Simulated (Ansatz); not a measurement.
# O2S: the cost of one run

Computed with Ansatz 0.2.0, Gaussian basis. Level: def2-QZVPP, core rule «outside noble gas», up to 7 orbitals frozen.

Plan: UHF; ROHF; CCSD(T) on UHF.

2 further runs of the same task are left out: 2 set aside as unsound or not needed.

## 1. What is computed

The geometry is a PBE0/def2-TZVP stationary point (not a proven minimum) of the parent state, kept for this charge and spin.

3 atoms, charge 0, spin multiplicity 3.

Atoms are counted from 1 here; the program's logs count them from 0.

Bond lengths: O1–S2 1.431 Å, S2–O3 1.431 Å. Angles: O1–S2–O3 118.9°.

## 2. UHF

in.yaml reads:

```yaml
crystal:
  periodic: [false, false, false]
  atoms:
    - {symbol: O, position_ang: [0.000000, -0.364139, 1.232554]}
    - {symbol: S, position_ang: [0.000000, 0.363388, 0.000000]}
    - {symbol: O, position_ang: [0.000000, -0.364139, -1.232554]}
basis:
  gaussian: {orbitals: "def2-QZVPP.json"}
magnetization: {spin_polarized: true, initial_magnetization: 2}
hamiltonian: {xc: hf}
output: {orbitals: {seedname: orbitals}}
```

The run is started by

```bash
$ ansatz run in.yaml --threads 1 --pin off --events-out ev --progress --plain --max-ram 2393MiB
```

Q: Estimate wall time and peak memory on 1 thread of Arm Neoverse V2, shared host.

About 24 s, with a peak of 0.42 GiB.
